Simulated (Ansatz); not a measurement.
The same path of C$_{4}$H$_{9}$NS (15 atoms, charge 0, multiplicity 1) was run 3 times with different band settings. The coordinate that changes most is the dihedral H9–C1–C2–C4.

The calculation used RKS PBE-D4/6-31G (Ansatz 0.2.0).

Relaxed end points:

```xyz
15
Properties=species:S:1:pos:R:3
C -0.750 -1.319 1.299
C 0.011 -0.592 0.216
N 1.028 -1.355 -0.355
C -0.251 0.683 -0.212
C 0.551 1.391 -1.272
S -1.779 1.552 0.366
H -1.393 -0.628 1.859
H -1.389 -2.114 0.871
H -0.047 -1.801 2.004
H 1.292 -2.241 0.057
H 1.547 -1.032 -1.160
H 0.144 1.242 -2.292
H 0.566 2.481 -1.094
H 1.607 1.055 -1.272
H -1.158 2.627 1.014
```

```xyz
15
Properties=species:S:1:pos:R:3
C -0.812 -1.330 1.249
C -0.082 -0.608 0.142
N 0.660 -1.456 -0.678
C -0.131 0.742 -0.086
C 0.638 1.433 -1.182
S -1.341 1.791 0.842
H -1.653 -1.926 0.849
H -0.128 -2.028 1.768
H -1.215 -0.620 1.983
H 0.787 -2.427 -0.424
H 1.116 -1.121 -1.516
H 0.067 1.503 -2.130
H 0.899 2.466 -0.892
H 1.594 0.913 -1.395
H -0.422 2.619 1.498
```

Common settings: spring 5.0 eV/Å²; optimiser quadratic models (default); start path IDPP; end points relaxed.

| run | movable images | climbing image | force threshold | iteration limit |
| --- | --- | --- | --- | --- |
| 1 | 7 | yes | 0.05 eV/Å | 31 |
| 2 | 7 | yes | 0.2 eV/Å | 34 |
| 3 | 1 | no | 0.05 eV/Å | 60 |

**Question.** What does each run give, and how far can it be trusted?

**Answer.** Run 1: converged after 6 iterations, highest image 0.050 eV above the first end. A vibrational analysis at the climbing image gives one clearly imaginary mode, 148i cm⁻¹: a first-order saddle point.
Run 2: converged after 3 iterations, highest image 0.055 eV above the first end. The threshold of 0.2 eV/Å is loose, so the images may lie well off the minimum-energy path. The order of the stationary point at the top wasn't checked.
Run 3: converged after 7 iterations, highest image 0.048 eV above the first end. No image climbed, so the highest image needn't sit at the top of the path. So few images can step over the top or miss a turn of the path.
Limits of this set-up: no polarisation functions.
